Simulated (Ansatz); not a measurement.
One change: `[SiH3]Cl` becomes `S[SiH2]Cl`.

Ansatz, PBE0-D4/def2-TZVP geometries, multiplicity 1. Each molecule was computed in one conformer, which needn't be the lowest.

```tsv
property	`[SiH3]Cl`
HOMO energy (PBE/def2-TZVPP) / eV	-7.65
size of the dipole moment (ωB97M-V/def2-TZVPP) / D	1.24
LUMO energy (ωB97M-V/def2-TZVPP) / eV	1.70
zero-point energy (PBE0-D4/def2-TZVP) / kJ/mol	68.6
LUMO energy (PBE0/def2-TZVPP) / eV	-0.09
HOMO energy (ωB97M-V/def2-TZVPP) / eV	-11.27
```

Q: Give the same properties after the change, and the shifts. (An estimate is asked.)

A: Ansatz gave: 
```tsv
property	`S[SiH2]Cl`	shift
HOMO energy (PBE/def2-TZVPP) / eV	-6.69	0.96
size of the dipole moment (ωB97M-V/def2-TZVPP) / D	1.07	-0.17
LUMO energy (ωB97M-V/def2-TZVPP) / eV	1.83	0.13
zero-point energy (PBE0-D4/def2-TZVP) / kJ/mol	74.7	6.1
LUMO energy (PBE0/def2-TZVPP) / eV	0.01	0.10
HOMO energy (ωB97M-V/def2-TZVPP) / eV	-10.12	1.15
```

With PBE0 the HOMO rises by 1.10 eV and the LUMO rises by 0.10 eV, so the gap narrows by about 1.00 eV. PBE moves the HOMO by 0.96 eV and ωB97M-V by 1.15 eV. The zero-point energy changes by 6.1 kJ/mol with +3 modes. Dipoles are sizes alone; their direction can turn.
